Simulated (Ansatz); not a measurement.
**PH⁺, AsH⁺: vertical spin gaps**

Ansatz 0.2.0, basis cc-pVTZ; geometries are PBE0/def2-TZVP minima. Wave-function levels freeze the cores with the filled d shells of p-block atoms; HF, MP2 and coupled cluster are restricted for singlets and unrestricted otherwise, restricted open-shell where a d shell is frozen, Kohn–Sham unrestricted where that lies lower. NEVPT2 and MRCISD+Q stand on CASSCF in the full valence space. The reference is full CI, exact within the basis. Semilocal and hybrid functionals correlate all electrons outside any core potential and usually lie nearer their basis limit than the reference, so part of their error here is the reference's basis and frozen-core error; RPA and the MP2 part of double hybrids freeze the same cores as the reference. An error is the level's value less the reference. None of these values is a measured one. Energies are electronic, without zero-point terms. No spin–orbit coupling and no scalar relativity. The species are chosen: bound, without strong static correlation by their natural occupations or amplitudes, in their lowest spin state as far as vertical gaps and like structures tell, and with a ladder that closes on the reference, so errors are smaller than for species at large; levels whose determinant breaks symmetry or spin markedly are left out.

```
      species   bonds (Å)                        quantity  symmetry of the states  reference  value (kJ/mol)  error CCSD(T)  error NEVPT2  error MRCISD+Q  error PBE  error B3LYP
 PH⁺, doublet   P–H 1.434  quartet less doublet, vertical             Π / Σ⁻ or Δ    full CI           156.4            0.0          -4.8             4.5       -4.4         19.7
AsH⁺, doublet  As–H 1.535  quartet less doublet, vertical             Π / Σ⁻ or Δ    full CI           169.9            0.0          -5.4             3.0       10.3         27.8
```

The reference rises from P to As, by 13.5 kJ/mol in all.
